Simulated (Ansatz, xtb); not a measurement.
## Ranking isomers of C3H5Cl

3 gas-phase structures of C3H5Cl, from a drawn sample of its isomers (lower ones may exist). Each was relaxed with GFN2-xTB:

A. `C/C=C/Cl`, a singlet
B. `C/C=C\Cl`, a singlet
C. `C=C(C)Cl`, a singlet

Estimate their order in r2SCAN-D4/def2-SVP energy at these geometries, lowest first.

Calculated order at r2SCAN-D4/def2-SVP: C (0.000), B (0.052), A (0.101) eV.

Energies above the lowest of each column, in eV; the last columns are at PBE0-D3(BJ)/def2-SVP geometries:

```csv
structure,GFN2-xTB,HF/STO-3G,r2SCAN-D4/def2-SVP,PBE0-D3(BJ)/def2-SVP,CCSD(T)/def2-TZVP
C,0.000,0.000,0.000,0.000,0.000
B,0.088,0.033,0.052,0.033,0.079
A,0.077,0.031,0.101,0.083,0.097
```

Every level run on C puts it lowest or level with the lowest.

Programs: Ansatz 0.2.0, xtb 6.7.1.
